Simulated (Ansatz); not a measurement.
input.yaml (Ansatz)

```yaml
crystal:
  lattice:
    - [3.3382641635, 0.0, 0.0]
    - [-1.6691320817, 2.8910215701, 0.0]
    - [0.0, 0.0, 5.1740974291]
  atoms:
    - { symbol: Sc, position: [0.3333333333, 0.6666666667, 0.25], spin: 1.0 }
    - { symbol: Sc, position: [0.6666666667, 0.3333333333, 0.75], spin: 1.0 }
hamiltonian:
  xc: blyp
  pseudopotentials:
    kind: paw
    azcp:
      Sc: "pseudopotentials/Sc.paw.azcp"
basis:
  ecutwfc: 420
  fft_grid_basis: typed
kpoints:
  mp_grid: { grid: [18, 18, 10], shift: [0, 0, 0] }
magnetization:
  spin_polarized: true
scf:
  occupations: { method: fermi_dirac, width: 0.05 }
```

and its output:

```
Engine: ansatz 0.2.0, aarch64-unknown-linux-gnu
Pseudopotentials: kind: paw
Pseudopotential: Sc, paw, valence charge 11, recommended cutoff 420 eV (normal) 
Functional definition: BLYP
  parameter beta = 0.0042
  parameter a = 0.04918
  parameter b = 0.132
  parameter c = 0.2533
  parameter d = 0.349
  exchange = b88_x(beta = beta)
  correlation = lyp_c(a = a, b = b, c = c, d = d)
Crystal: 2 atoms, lattice volume = 49.935 Å³
Basis set: ecut = 420 eV, 977 PW (Γ), exchange–correlation on 48×48×72 points (8 copies of the dense FFT grid, shifted against one another)
Bands: 16, of which v1, the nominal top of the filled ones, is band 11 counted from 1 (10 counted from 0)
Symmetry: 24 space group operations
Space group: P63/mmc (ITA 194), of the structure as read, at distance tolerance 3.7e-5 Å
Magnetic group: BNS 194.263 (UNI 1493), of the structure as read, at distance tolerance 3.7e-5 Å
k-points: 222 of 3240
Non-local potential: Sc, projectors of the file, l = 0: 3, l = 1: 2, l = 2: 3, l = 3: 1
PAW form: soft (Blöchl's): semilocal exchange-correlation on the pseudo side does not see the compensation charge
PAW frozen core: Sc, regenerated for the run's functional, and the local potential with it (the file was generated under x = pbe(κ = 0.804, μ = 0.2195149727645171), c = pbe(β = 0.06672455060314922))
PAW one-centre angular grid: Sc, 590 points (default); XC on 64 Gauss nodes
Initial density: superposition of atomic densities (chi_scale 0.1, normalization cell)
Starting moments: Σ|m| = 2 μB on 2 of 2 sites
Initial wavefunctions: pseudopotential atomic-orbital guess
Functional: x = b88, c = lyp
iter 1 solved again at ethr=7.59e-4 eV; its pass at ethr=3.10e-3 eV (dr2=1.67e-1 eV) is discarded
SCF iter   1: F=—  HF=-4283.709037 eV  |F-HF|=—  |Δ(HF+E_count)|=         —  Δρ=3.89e-2 (↑3.89e-2 ↓2.74e-2)  dr2=1.67e-1  dr2_m=4.91e-1  M=0.427 μB ∫|m|=0.427 μB  β_m=0.30  ethr=7.59e-4  ⟨swp⟩=1.0  Hψ=39402  notcnv=0
Mixer restart at iter 1: flushing history
SCF iter   2: F=—  HF=-4283.608060 eV  |F-HF|=—  |Δ(HF+E_count)|=   1.01e-1  Δρ=2.75e-2 (↑2.75e-2 ↓2.05e-2)  dr2=8.24e-2  dr2_m=2.56e-1  M=0.385 μB ∫|m|=0.385 μB  β_m=0.65  ethr=7.58e-4  ⟨swp⟩=2.0  Hψ=9462  notcnv=0
SCF iter   3: F=—  HF=-4283.578520 eV  |F-HF|=—  |Δ(HF+E_count)|=   2.95e-2  Δρ=2.05e-3 (↑2.05e-3 ↓1.39e-3)  dr2=1.99e-3  dr2_m=1.05e-3  M=0.208 μB ∫|m|=0.208 μB  β_m=0.67  ethr=3.75e-4  ⟨swp⟩=2.5  Hψ=11914  notcnv=0
SCF iter   4: F=—  HF=-4283.580285 eV  |F-HF|=—  |Δ(HF+E_count)|=   1.77e-3  Δρ=6.21e-4 (↑4.82e-4 ↓6.21e-4)  dr2=1.45e-4  dr2_m=9.92e-5  M=0.164 μB ∫|m|=0.164 μB  β_m=0.72  ethr=9.06e-6  ⟨swp⟩=2.4  Hψ=12913  notcnv=0
SCF iter   5: F=—  HF=-4283.580733 eV  |F-HF|=—  |Δ(HF+E_count)|=   4.47e-4  Δρ=4.13e-4 (↑4.13e-4 ↓3.89e-4)  dr2=5.91e-6  dr2_m=7.15e-5  M=0.132 μB ∫|m|=0.132 μB  β_m=0.86  ethr=6.57e-7  ⟨swp⟩=2.0  Hψ=11688  notcnv=0
SCF iter   6: F=—  HF=-4283.581071 eV  |F-HF|=—  |Δ(HF+E_count)|=   3.38e-4  Δρ=3.34e-4 (↑3.28e-4 ↓3.34e-4)  dr2=3.83e-7  dr2_m=5.01e-5  M=0.095 μB ∫|m|=0.095 μB  β_m=0.93  ethr=2.69e-8  ⟨swp⟩=2.4  Hψ=12506  notcnv=0
SCF iter   7: F=—  HF=-4283.581406 eV  |F-HF|=—  |Δ(HF+E_count)|=   3.36e-4  Δρ=9.04e-5 (↑9.04e-5 ↓8.56e-5)  dr2=4.64e-7  dr2_m=3.40e-6  M=0.023 μB ∫|m|=0.023 μB  β_m=0.96  ethr=1.74e-9  ⟨swp⟩=4.1  Hψ=17749  notcnv=0
SCF iter   8: F=—  HF=-4283.581429 eV  |F-HF|=—  |Δ(HF+E_count)|=   2.23e-5  Δρ=6.67e-6 (↑6.67e-6 ↓6.59e-6)  dr2=6.33e-8  dr2_m=4.88e-9  M=0.000 μB ∫|m|=0.000 μB  β_m=0.98  ethr=1.74e-9  ⟨swp⟩=3.0  Hψ=13667  notcnv=0
SCF iter   9: F=—  HF=-4283.581429 eV  |F-HF|=—  |Δ(HF+E_count)|=   4.60e-8  Δρ=1.38e-6 (↑1.10e-6 ↓1.38e-6)  dr2=6.08e-10  dr2_m=5.03e-10  M=0.000 μB ∫|m|=0.000 μB  β_m=0.97  ethr=2.88e-10  ⟨swp⟩=2.7  Hψ=11823  notcnv=0
SCF iter  10: F=—  HF=-4283.581429 eV  |F-HF|=—  |Δ(HF+E_count)|=   2.74e-9  Δρ=4.08e-7 (↑4.08e-7 ↓3.32e-7)  dr2=4.74e-11  dr2_m=5.08e-11  M=0.000 μB ∫|m|=0.000 μB  β_m=0.99  ethr=2.77e-12  ⟨swp⟩=2.0  Hψ=12244  notcnv=0
SCF iter  11: F=-4283.581429 eV  HF=-4283.581429 eV  |F-HF|=9.09e-12  |Δ(HF+E_count)|=  3.71e-10  Δρ=7.71e-8 (↑7.30e-8 ↓7.71e-8)  dr2=6.99e-13  dr2_m=2.41e-12  M=0.000 μB ∫|m|=0.000 μB  ethr=1.00e-12  ⟨swp⟩=1.0  Hψ=18968  notcnv=0
SCF 1 converged in 11 iterations: F = -4283.581429 eV  dr2 = 6.99e-13
WARN: the starting moments were not kept: the SCF closed with an absolute magnetisation of 1.6e-5 μB, where they sum to 2 μB in size (2 sites). That is at most 0.1 of that sum. Measured as dr2_m measures the in/out step, that magnetisation stands 2.5e-11 eV from none, at or under the dr2_threshold of 1.0e-7 eV: it is no larger than a step whose dr2_m would equal this threshold. The system may hold no moment; this SCF shows only that its start led to no more than that. To try another start: raise the starting moments (crystal.atoms[].spin, magnetization.per_species, magnetization.initial_magnetization, or on a non-collinear deck that types none of these the spinor_matrix: blocks that start its atoms; where the total moment is fixed, keep their sum and leave initial_magnetization as it is; typed ones take the place of any that the run laid by itself, positive ones on a crystal's lanthanoids without a Hubbard term where scf.initial_density.shell_occupations: [] is typed) or, if the notice of its spin-set hold's release reads "site moments contracting" or "site moments show no strong build", lengthen the hold (scf.mixing.spin_hold: { on: { confirm: 4 } }; for m-r²SCAN on two components see the key's manual first). Each may lead to a state that holds a moment. A second SCF, from the converged charge density, with the starting moments and any scf.initial_density.shell_occupations laid on it anew, would have followed, and was not run: the deck does not ask for one (magnetization.retry_lost_moments is false, the default). To let it run, set magnetization.retry_lost_moments: true and run the deck again, where that key's refused combinations let it; where memory then withholds it, that run's warning says so.
SCF converged after 11 iterations
Magnetization: 0.0000 μB (11.0000 up, 11.0000 down)
Absolute magnetization: 0.0000 μB (∫|ρ↑−ρ↓|, with the PAW one-centre terms)
Spin contamination: 0.0000 ħ² per cell (⟨S²⟩ above its minimum at these occupations)
Per-site moments (μB) at R_I (Å): [(5.2666261818808555e-6, 1.3307514848862976), (5.2666261818994945e-6, 1.3307514848862976)]
Free energy (F): -4283.581429 eV
Harris-Foulkes:  -4283.581429 eV  (|F-HF|=9.09e-12)
Internal energy: -4283.546853 eV  (E = F + TS)
E sigma→0 (E₀):  -4283.564141 eV
Entropy (-TS):   -0.034576 eV (-17.288 meV/atom)
Fermi energy:    9.538621 eV
--- Per-component energies (eV) ---
  E_band       = -331.645284
  E_kinetic    = 520.896823
  E_local      = -1703.987258  (includes V_loc(G=0)·N_el)
  E_nonlocal   = 168.062029
  E_hartree    = 583.956781
  E_xc         = -204.308875
  E_vxc        = -252.671938  (∫ρ·V_xc dr)
  E_paw        = -1927.120936  (= ΣΔE_a)
  E_vpaw       = -231.858517  (= ΣTr[D̂ρ^β])
  E_aug_tail   = 0.000020  (compensation charges beyond the density's cutoff)
  E_ewald      = -1721.080509
  E_core_change = 0.035072  (= ΣΔE_core)
  E_smearing   = -0.034576  (= −TS)
  E_closure    = 0.000000  (closes the sum)
  Σ components = -4283.581429   (vs F -4283.581429, Δ=0.00e0)
```
